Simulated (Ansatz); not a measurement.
## LO phonon frequency at L of rock-salt TiC at several levels of theory

No measured value is used here.

```
level (code)         value (cm⁻¹)  cell (Å³/atom)
-------------------  ------------  --------------
LDA (Ansatz)                  745            9.67
PBE (Ansatz)                  717           10.17
PBEsol (Ansatz)        (withheld)            9.89
PBE-D3(BJ) (Ansatz)           741            9.88
r²SCAN (Ansatz)               742           10.13
```

Problem. What belongs in the gaps?

Solution. 
- PBEsol (Ansatz, a quantum-chemistry and plane-wave program), value (cm⁻¹): 732

PBE-D3(BJ): the dispersion coefficients are held fixed in the derivatives. Each level is taken at its own relaxed cell. Cutoffs differ between the levels. Ansatz's density-functional and Hartree–Fock values are scalar-relativistic unless marked +SOC, with PAW data made under PBE.
